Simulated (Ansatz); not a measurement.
The first iterations of a band of CH3BCl (6 atoms, charge -1, multiplicity 1).

Method: Ansatz, RKS r2SCAN-D4/def2-SVP.

```yaml
movable_images: 6
climbing_image: no
spring: 5.0 eV/Å²
optimiser: quadratic models (default)
start_path: IDPP
force_threshold: 0.05 eV/Å
iteration_limit: 60
end_points: relaxed
```

Image 0:

```xyz
6
Properties=species:S:1:pos:R:3
C -0.468 0.076 -0.669
B 0.493 -0.089 0.397
Cl 0.002 0.068 2.222
H -1.534 0.300 -0.513
H -0.181 -0.017 -1.728
H 1.688 -0.338 0.291
```

Image 7:

```xyz
6
Properties=species:S:1:pos:R:3
C -0.469 0.076 -0.669
B 0.494 -0.089 0.397
Cl 0.002 0.066 2.221
H -0.181 -0.015 -1.728
H -1.534 0.299 -0.511
H 1.688 -0.337 0.290
```

| iteration | highest image above the first end (eV) | largest band force component (eV/Å) |
| --- | --- | --- |
| 1 | 1.912 | 1.031 |
| 2 | 1.804 | 0.762 |

**Question.** Does the band converge within its limit, and where does its top end?

**Answer.** The forces met the threshold. It ended after 7 iterations with the highest image 1.694 eV above the first end. No image climbed, so the highest image needn't sit at the top of the path. Limits of this set-up: an anion without diffuse functions, the dipole of an ion depends on the origin.

Run time: 2.1 min on 1 thread of Intel(R) Xeon(R) Processor @ 2.50GHz (Skylake/Cascade Lake), with other jobs on the host, peak memory 0.12 GiB.
